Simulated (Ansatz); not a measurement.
Na(Cl) anion (ClNa), SMILES [Na][Cl] (connectivity only; charge and spin as stated), charge -1, multiplicity 2.

Geometry: PBE-D3(BJ)/def2-TZVPD. The spin state was assumed, not searched.

Two levels are set side by side: PBE/def2-TZVPD (Ansatz, a quantum-chemistry and plane-wave program) and PBE0/def2-TZVPD (Ansatz). Energy differences of separate SCF runs at the same geometry; the states with an electron removed or added have multiplicity 1. Differences are taken from unrounded values.

```csv
quantity,PBE
vertical ionisation energy (eV),0.88
```

Task: These are the PBE values. What does PBE0 give? (Estimate from the structure and the level; the computed values follow.)

Result: 
```json
[
 {"quantity": "vertical ionisation energy (eV)", "PBE0": "0.88", "PBE minus PBE0": "0.00"}
]
```

Here PBE gives about what the other level gives.
